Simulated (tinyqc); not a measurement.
Extended Hueckel theory, for CH4, step by step. Computed by tinyqc, a small Python program that keeps every step (integrals from PySCF). Settings: charge = 0, K = 1.75, weighted = 1, multiplicity = 1. Command: `OMP_NUM_THREADS=1 python tinyqc.py 31975 31976 out.jsonl` (the two numbers bound the seeds that draw the settings). One thread of a shared host (Intel(R) Xeon(R) Processor @ 2.60GHz), about 0.01 s of CPU time with the checks.

## Overlaps

Geometry (angstrom):
```
atom         x         y         z
C      0.00000   0.00000   0.00000
H      0.60400   0.60400   0.60400
H      0.60400  -0.60400  -0.60400
H     -0.60400   0.60400  -0.60400
H     -0.60400  -0.60400   0.60400
```

Parameters chosen for this run:
```
element  shell  Slater exponent  H_ii (eV)
C           2s          1.62500  -21.40000
C           2p          1.62500  -11.40000
H           1s          1.30000  -13.60000
```

Slater orbitals, each expanded in six Gaussians scaled to its exponent.

overlap S, order 1C 2s, 1C 2px, 1C 2py, 1C 2pz, 2H 1s, 3H 1s, 4H 1s, 5H 1s:
```
[[1.00000, 0.00000, 0.00000, 0.00000, 0.51718, 0.51718, 0.51718, 0.51718],
 [0.00000, 1.00000, 0.00000, 0.00000, 0.29211, 0.29211, -0.29211, -0.29211],
 [0.00000, 0.00000, 1.00000, 0.00000, 0.29211, -0.29211, 0.29211, -0.29211],
 [0.00000, 0.00000, 0.00000, 1.00000, 0.29211, -0.29211, -0.29211, 0.29211],
 [0.51718, 0.29211, 0.29211, 0.29211, 1.00000, 0.16650, 0.16650, 0.16650],
 [0.51718, 0.29211, -0.29211, -0.29211, 0.16650, 1.00000, 0.16650, 0.16650],
 [0.51718, -0.29211, 0.29211, -0.29211, 0.16650, 0.16650, 1.00000, 0.16650],
 [0.51718, -0.29211, -0.29211, 0.29211, 0.16650, 0.16650, 0.16650, 1.00000]]
```

## Wolfsberg-Helmholz matrix

diagonal H_ii (eV): [-21.40000, -11.40000, -11.40000, -11.40000, -13.60000, -13.60000, -13.60000, -13.60000]

K = 1.75000

H_ij = K' S_ij (H_ii + H_jj)/2 for i != j (the diagonal keeps H_ii), with K' = K + D^2 + D^4 (1 - K), D = (H_ii - H_jj)/(H_ii + H_jj), K = 1.75.

H (eV), order 1C 2s, 1C 2px, 1C 2py, 1C 2pz, 2H 1s, 3H 1s, 4H 1s, 5H 1s:
```
[[-21.40000, 0.00000, 0.00000, 0.00000, -16.27138, -16.27138, -16.27138, -16.27138],
 [0.00000, -11.40000, 0.00000, 0.00000, -6.41798, -6.41798, 6.41798, 6.41798],
 [0.00000, 0.00000, -11.40000, 0.00000, -6.41798, 6.41798, -6.41798, 6.41798],
 [0.00000, 0.00000, 0.00000, -11.40000, -6.41798, 6.41798, 6.41798, -6.41798],
 [-16.27138, -6.41798, -6.41798, -6.41798, -13.60000, -3.96258, -3.96258, -3.96258],
 [-16.27138, -6.41798, 6.41798, 6.41798, -3.96258, -13.60000, -3.96258, -3.96258],
 [-16.27138, 6.41798, -6.41798, 6.41798, -3.96258, -3.96258, -13.60000, -3.96258],
 [-16.27138, 6.41798, 6.41798, -6.41798, -3.96258, -3.96258, -3.96258, -13.60000]]
```

## Orbitals

valence electrons = 8

Solve H C = S C e through S^(-1/2); fill by pairs from the bottom, a degenerate level sharing its electrons equally; each orbital has its largest coefficient positive (the first on a tie).

orbital energies (eV): [-25.04722, -15.57506, -15.57506, -15.57506, 7.16091, 7.16091, 7.16091, 47.73187]

occupations: [2.00000, 2.00000, 2.00000, 2.00000, 0.00000, 0.00000, 0.00000, 0.00000]

coefficients, order 1C 2s, 1C 2px, 1C 2py, 1C 2pz, 2H 1s, 3H 1s, 4H 1s, 5H 1s:
```
[[0.62134, 0.00000, 0.00000, 0.00000, 0.00000, 0.00000, 0.00000, 1.76195],
 [0.00000, 0.32902, -0.39752, 0.18052, -0.41132, 0.62568, 0.91319, 0.00000],
 [0.00000, -0.06438, 0.17939, 0.51238, 0.75327, 0.87206, -0.25821, 0.00000],
 [0.00000, -0.43182, -0.32963, 0.06115, 0.81116, -0.49255, 0.70284, 0.00000],
 [0.17077, -0.09340, -0.30601, 0.42125, -0.62877, -0.54811, -0.74040, -0.74350],
 [0.17077, 0.46101, -0.13815, -0.21956, 1.07734, -0.13424, -0.25550, -0.74350],
 [0.17077, 0.02146, 0.50644, 0.15123, -0.19272, -0.40293, 1.02200, -0.74350],
 [0.17077, -0.38907, -0.06229, -0.35293, -0.25585, 1.08528, -0.02610, -0.74350]]
```

sum of one-electron energies = -143.54477 eV

Within a degenerate level the vectors are fixed only up to a rotation; this is one choice.

## Mulliken analysis

P = C n C^T; charge = valence electrons (C 4, H 1) minus the sum of (P S)_ii on the atom; overlap population = 2 sum P_ij S_ij between two atoms.

charges: [-0.17482, 0.04371, 0.04371, 0.04371, 0.04371]

Overlap populations:
```
pair      value
2-1    0.804754
3-1    0.804754
3-2   -0.042695
4-1    0.804754
4-2   -0.042695
4-3   -0.042695
5-1    0.804754
5-2   -0.042695
5-3   -0.042695
5-4   -0.042695
```
